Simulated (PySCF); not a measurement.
Gas-phase reaction: CH2Cl2 + C4H10 (n-butane) → CCl2 + 4 CH3

Energies from PySCF, thermal terms from the rigid-rotor harmonic-oscillator model, ideal gas at 1 bar. 'Table' is the NASA 1993 thermochemical table (part measured, part estimated). † marks an energy on the PBE0/def2-TZVP geometry and frequencies; other levels use their own. Open shells (unrestricted): CH3 (multiplicity 2); the rest are closed-shell singlets. The table's entry may be an old estimate for CCl2 (not checked at source).

PBE/def2-SVP gives ΔH°(298 K) = 1063.4 kJ.

Question: What does M06-2X/def2-TZVP† give, and where does the table lie?

Answer: M06-2X/def2-TZVP†: 1050.3 kJ. Table: 1047.3 kJ.
